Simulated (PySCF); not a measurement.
Gas-phase reaction: SiF4 + 2 H2 → SiH4 + 4 F

Computed with PySCF and rigid-rotor harmonic-oscillator thermochemistry at 1 bar. Table values come from the NASA 1993 polynomials. † marks an energy on the PBE0/def2-TZVP geometry and frequencies; other levels use their own. MP2 and CCSD(T) freeze the core. Open shells (unrestricted): F (multiplicity 2, electronic degeneracy 6); the rest are closed-shell singlets. Spin-orbit splitting is ignored; it lowers the true energy and changes the entropy of F. MP2 isn't extrapolated to the basis-set limit; its ΔH°(298 K) is 1849.8 kJ in def2-SVP and 2023.3 kJ in def2-TZVPP. CCSD(T) isn't extrapolated to the basis-set limit; its ΔH°(298 K) is 1727.5 kJ in def2-SVP and 1894.6 kJ in def2-TZVPP. The harmonic model lacks anharmonicity and excited electronic states, which grow with temperature; levels with a mode under 35 cm⁻¹ are left out.

ΔH° and ΔS° at 298 K: table 1967 kJ, 296 J/K; CCSD(T)/def2-SVP† 1728 kJ, 302 J/K; MP2/def2-SVP† 1850 kJ, 302 J/K; PBE/def2-SVP 1893 kJ, 298 J/K; PBE0/def2-QZVP† 1880 kJ, 302 J/K; PBE0/def2-SVP† 1781 kJ, 302 J/K.

Question: With the heat capacities included, give log10 K at 800, 1200, 1400, 1600, 2000 K for each.

Answer: 
```tsv
T (K)	table	CCSD(T)/def2-SVP†	MP2/def2-SVP†	PBE/def2-SVP	PBE0/def2-QZVP†	PBE0/def2-SVP†
800	-113.0	-97.1	-105.1	-108.1	-107.0	-100.6
1200	-70.1	-59.6	-64.9	-66.9	-66.2	-61.9
1400	-57.9	-48.8	-53.4	-55.2	-54.5	-50.8
1600	-48.7	-40.7	-44.7	-46.3	-45.7	-42.5
2000	-35.8	-29.4	-32.6	-33.9	-33.4	-30.8
```
Ten kJ in ΔG° is worth 0.65 decades in K at 800 K and 0.26 at 2000 K. Holding ΔH° and ΔS° at their 298 K values would give -35.9 (table), -29.3 (CCSD(T)/def2-SVP†), -32.5 (MP2/def2-SVP†) at 2000 K.
